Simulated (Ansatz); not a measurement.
Two isomers of C4H8O2: A = `CCCC(=O)O`, B = `C=COCOC`.

Gas-phase electronic energies from Ansatz, PBE0-D4/def2-TZVP geometries. CBS: MP2 limit from def2 TZ/QZ plus the TZ coupled-cluster correction, frozen cores. Functionals use def2-TZVPP. B3LYP here is the variant with VWN-RPA as its local correlation; programs differ in this. One conformer a species, not always the lowest.

Q: Which isomer does CCSD(T)/CBS put lower? Give the gap. (Estimate.)

A: The calculation gave: A, by 207.2 kJ/mol.

Q: Give E(B) − E(A) in kJ/mol with PBE-D4, CCSD(T)/def2-TZVPP, r2SCAN-D4, ωB97M-V, CCSD/def2-TZVPP, B3LYP, B2PLYP. (Best estimate.)

A: The calculation gave: PBE-D4 208.0, CCSD(T)/def2-TZVPP 207.1, r2SCAN-D4 211.2, ωB97M-V 209.0, CCSD/def2-TZVPP 206.8, B3LYP 196.0, B2PLYP 205.1. None reverses the order clearly.

Largest T1 diagnostic: 0.013.

In def2-TZVPP, CCSD(T) changes the Hartree–Fock value by +6.3 kJ/mol (the triples alone add +0.3 kJ/mol) and MP2 by +19.8 kJ/mol. From PBE to PBE0 (25 % exact exchange), in def2-TZVPP and without D4, E(B) − E(A) moves by +5.0 kJ/mol.
